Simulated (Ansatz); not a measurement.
A run of Ansatz (development build ahead of 0.2.0) on singlet CH2O2 at this shape:

```yaml
atoms:
  - { symbol: C, position_ang: [0.0000, -0.4063, -0.0945] }
  - { symbol: O, position_ang: [0.0000, -0.3624, 1.1006] }
  - { symbol: O, position_ang: [0.0000, 0.6540, -0.9005] }
  - { symbol: H, position_ang: [0.0000, -1.3371, -0.7000] }
  - { symbol: H, position_ang: [0.0000, 1.4426, -0.3332] }
```

Its results:

```
Converged                       : yes
Reference energy                : -188.78211 hartree
Correlation energy              : -0.49847 hartree
Total energy                    : -189.28058 hartree
Spin squared of the determinant : 0.000
```

Which input gives this output? Name the method, the orbitals and the basis set, and write the input.

RHF-MP2 in cc-pVDZ. An unrestricted run that stays on the closed shell gives the same numbers.

```yaml
crystal:
  periodic: [false, false, false]
  atoms:
    - { symbol: C, position_ang: [0.0, -0.40629, -0.0945] }
    - { symbol: O, position_ang: [0.0, -0.36244, 1.10056] }
    - { symbol: O, position_ang: [0.0, 0.65397, -0.90054] }
    - { symbol: H, position_ang: [0.0, -1.33709, -0.69999] }
    - { symbol: H, position_ang: [0.0, 1.44259, -0.33316] }
basis:
  gaussian: { orbitals: cc-pVDZ }
hamiltonian:
  xc: hf
correlation:
  method: mp2
  frozen_orbitals: { C: 1, H: 0, O: 1 }
```
